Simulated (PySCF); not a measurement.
C4H9F.
Structure used (PBE0-D3(BJ)/def2-TZVP), in Å, numbered top down from 1:
```
atom  x, y, z in Å
C1     1.3823    0.0109   -0.4459
C2     0.0814   -0.0752    0.3234
C3    -0.7987   -1.2028   -0.1722
C4    -0.6519    1.2489    0.3532
F5     0.4179   -0.3800    1.6547
H6     1.1902    0.2186   -1.5006
H7     2.0102    0.8084   -0.0448
H8     1.9276   -0.9318   -0.3723
H9    -1.1119   -1.0187   -1.2022
H10   -1.6905   -1.2888    0.4509
H11   -0.2574   -2.1500   -0.1398
H12   -0.0124    2.0253    0.7773
H13   -0.9413    1.5497   -0.6555
H14   -1.5529    1.1693    0.9644
```

Level: wB97X-D/pcSseg-2 in PySCF, non-relativistic, on one gas-phase PBE0-D3(BJ)/def2-TZVP geometry that isn't relaxed in the solvent. The solvent is an IEF-PCM continuum (van der Waals radii × 1.2). Specific hydrogen bonds and non-electrostatic terms are outside this model.

Gas phase at wB97X-D/pcSseg-2: HOMO -11.06 eV, LUMO 2.21 eV, dipole 1.99 D.

**Question.** What does the continuum do to the energy, the frontier levels and the dipole at wB97X-D/pcSseg-2 in chloroform?

**Answer.** 
| solvent | ε | E(solvent) − E(gas) (kcal/mol) | polarisation term (kcal/mol) | distortion of the solute (kcal/mol) | HOMO (eV) | LUMO (eV) | dipole (D) |
| --- | --- | --- | --- | --- | --- | --- | --- |
| chloroform | 4.711 | -2.34 | -2.60 | 0.26 | -11.02 | 2.40 | 2.41 |

The polarisation term is half the interaction of the solute with the surface charges that it induces; the rest is the cost of distorting the solute's density. The sum is the electrostatic part of solvation alone.

**Question.** Which radius a makes the point-dipole formula ΔE = −[(ε − 1)/(2ε + 1)]·μ²/a³ give the value in chloroform, with the gas-phase dipole?

**Answer.** μ = 0.781 au and |ΔE| = 0.00374 Eh give a = 2.05 Å; the farthest nucleus lies 2.17 Å from the centroid of the nuclei, so such a sphere wouldn't even hold the nuclei. The formula assumes a rigid point dipole at the centre of a sphere.

**Question.** Give the dipole vector in the frame of the coordinates (D, pointing from negative to positive charge), gas and chloroform.

**Answer.** Gas (-0.48, 0.43, -1.88), solvent (-0.58, 0.52, -2.28). Its length changes by +21 % and its direction by less than 1°.

The run took 64 s on Intel Xeon Platinum 8259CL at 2.50 GHz, one thread, shared host, and the process peaked at 1.4 GiB of memory. This is the whole shielding run at wB97X-D/pcSseg-2 in chloroform, SCF included.

wB97X-D is run here without its empirical dispersion term; that term would change no orbital, density or response property at a fixed geometry.
